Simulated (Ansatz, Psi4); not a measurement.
System: methyl formate, C2H4O2 (charge 0, singlet). SMILES: COC=O
Geometry from a B3LYP-D3(BJ)/def2-TZVP (Ansatz, a first-principles code) optimisation:
```xyz
8

C     -0.9314    -0.0909     0.0015
O     -0.7248    -1.2718    -0.0191
O      0.0010     0.8677     0.0146
H     -1.9259     0.3745     0.0125
C      1.3667     0.4114     0.0025
H      1.9749     1.3108     0.0157
H      1.5676    -0.2028     0.8792
H      1.5619    -0.1729    -0.8956
```

Wanted: vertical triplet-singlet gap, E(triplet) - E(singlet), in eV. Terms: non-relativistic; each state is the SCF solution reached for its charge and spin; six Cartesian d functions in 6-31G* and its kin unless marked 5d; open shells spin-unrestricted; spin-orbit terms left out; dispersion terms only where a functional's name holds one. First-principles rows: single points at B3LYP-D3(BJ) geometries (Ansatz). Levels can end on unlike triplets.

| species | coefficient | E at wB97X-D/6-31G* (Psi4), Eh | E at wB97X-V/def2-TZVPD (Ansatz), Eh |
|---|---|---|---|
| charge 0, triplet | +1 | -228.78637 | -228.88735 |
| charge 0, singlet | -1 | -228.98867 | -229.08642 |

 1 Eh = 27.2114 eV.

Question: Work the quantity out at each level.

Answer: 
- wB97X-D/6-31G*: the sum of coefficient times E is 0.20230 Eh, or 5.505 eV. Result: 5.50 eV.
- wB97X-V/def2-TZVPD: the sum of coefficient times E is 0.19907 Eh, or 5.417 eV. Result: 5.42 eV.
